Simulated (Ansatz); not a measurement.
H2P (SMILES [PH2]) moved off its minimum; all values from Ansatz (a quantum-chemistry and plane-wave program), cores frozen in correlated methods. Open shells are unrestricted.
(charge 0, multiplicity 2)
```xyz
3

P     -0.0534     0.1293     0.1030
H     -1.0234    -0.9026    -0.0851
H      1.0804    -0.8615    -0.1219
```

```json
[
 {"level": "HF/def2-TZVPP", "largest force (eV/Å)": "2.15", "on atom": "P1", "rms difference from CCSD(T)/aug-cc-pV(T+d)Z (eV/Å)": "0.247", "dipole (D)": "0.53"},
 {"level": "PBE/def2-TZVPP", "largest force (eV/Å)": "1.36", "on atom": "H3", "rms difference from CCSD(T)/aug-cc-pV(T+d)Z (eV/Å)": "0.198", "dipole (D)": "0.52"},
 {"level": "r2SCAN/def2-TZVPP", "largest force (eV/Å)": "1.60", "on atom": "H3", "rms difference from CCSD(T)/aug-cc-pV(T+d)Z (eV/Å)": "0.040", "dipole (D)": "0.56"},
 {"level": "B3LYP/def2-TZVPP", "largest force (eV/Å)": "1.60", "on atom": "P1", "rms difference from CCSD(T)/aug-cc-pV(T+d)Z (eV/Å)": "0.028", "dipole (D)": "0.47"},
 {"level": "wB97M-V/def2-TZVPP", "largest force (eV/Å)": "1.75", "on atom": "P1", "rms difference from CCSD(T)/aug-cc-pV(T+d)Z (eV/Å)": "0.062", "dipole (D)": "0.44"},
 {"level": "MP2/aug-cc-pV(T+d)Z", "largest force (eV/Å)": "1.88", "on atom": "P1", "rms difference from CCSD(T)/aug-cc-pV(T+d)Z (eV/Å)": "0.130", "dipole (D)": "0.48"},
 {"level": "CCSD(T)/aug-cc-pV(T+d)Z", "largest force (eV/Å)": "1.64", "on atom": "P1", "rms difference from CCSD(T)/aug-cc-pV(T+d)Z (eV/Å)": "0.000", "dipole (D)": "0.46"}
]
```

The differences count from one level among others, with limits of its own. Forces at CCSD(T)/aug-cc-pV(T+d)Z (eV/Å):

```tsv
atom	Fx	Fy	Fz
P1	1.107	-1.187	-0.264
H2	0.094	0.121	0.022
H3	-1.201	1.067	0.242
```
